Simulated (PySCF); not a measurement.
Isomers of C2H2F2, one GFN2-xTB conformer each. Single-point energies are computed at PBE0/pcSseg-1 (PySCF, gas phase, no added dispersion term), electronic only.

```tsv
SMILES	GFN2-xTB relative energy (kcal/mol)
F/C=C\F	7.7
C=C(F)F	0.0
F/C=C/F	5.0
```

Q: What does PBE0/pcSseg-1 give for the same structures?

A: 
```
 SMILES  PBE0/pcSseg-1 E (Eh)  PBE0/pcSseg-1 (kcal/mol)  GFN2-xTB (kcal/mol)  point group
C=C(F)F            -276.76188                       0.0                  0.0          C2v
F/C=C\F            -276.74428                      11.0                  7.7          C2v
F/C=C/F            -276.74420                      11.1                  5.0          C2h
```

Both levels put the same isomer lowest; measured from each level's own lowest isomer, the values differ by up to 6.1 kcal/mol (F/C=C/F: 5.0 against 11.1). As drawn, the lowest has two fluorines on one carbon, which the highest lacks. Neighbours under 2.5 kcal/mol apart (F/C=C\F and F/C=C/F) can change places with a better method, another conformer or zero-point energy. F/C=C\F and F/C=C/F are stereoisomers, 0.1 kcal/mol apart in the conformers taken.

Q: Which frontier levels, dipoles and rotational constants go with these structures?

A: 
```
 SMILES  HOMO (eV, PBE0/pcSseg-1)  LUMO (eV)  dipole (D)       A, B, C (MHz)
C=C(F)F                     -7.88       0.52        1.29  10950, 10419, 5339
F/C=C\F                     -7.61       0.44        2.39   21943, 5727, 4542
F/C=C/F                     -7.57       0.36        0.01   58447, 4040, 3779
```
